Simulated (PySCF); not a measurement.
# S₃: from structure and modes to constants

All numbers come from PBE0 in PySCF with S def2-TZVP; no relativity; density-fitted integrals.

The singlet minimum has C2v symmetry. Masses (u): S 31.97207.

```xyz
3
charge 0 multiplicity 1, angstrom
S     0.6529   -0.0272    0.0000
S    -0.3265    0.0136    1.6330
S    -0.3265    0.0136   -1.6330
```

Harmonic wavenumbers (cm⁻¹): 271.3 (a1, ×1), 630.3 (a1, ×1), 731.1 (b2, ×1).

Question: What is the harmonic zero-point energy?

Answer: Half the sum of all 3 wavenumbers, 1633/2 = 816 cm⁻¹, which is 9.8 kJ/mol (1 cm⁻¹ = 0.0119627 kJ/mol).

Question: Find the vibrational entropy and heat capacity at 298.15 K.

Answer: With u = 1.43878 ω/T, each mode gives S = R[u/(eᵘ−1) − ln(1−e⁻ᵘ)] and C = R u² eᵘ/(eᵘ−1)².
| ω (cm⁻¹) | u | S (J/(mol K)) | C (J/(mol K)) |
| --- | --- | --- | --- |
| 271.3 | 1.309 | 6.64 | 7.22 |
| 630.3 | 3.042 | 1.68 | 4.05 |
| 731.1 | 3.528 | 1.14 | 3.23 |
The sums over all modes are S = 9.5 and C = 14.5 J/(mol K); the softest mode gives 70 % of the entropy.

Question: Give the standard entropy (298.15 K, 1 bar) by its translational, rotational, vibrational and spin parts, and Cp.

Answer: Sackur–Tetrode with M = 95.92 u gives 165.8; rotation with symmetry number 2 gives 98.5; vibration 9.5; spin R ln 1 = 0.0. The total is 273.7 J/(mol K), and Cp = 4 R + 14.5 = 47.8 J/(mol K).

This need not be the most stable arrangement of these atoms.
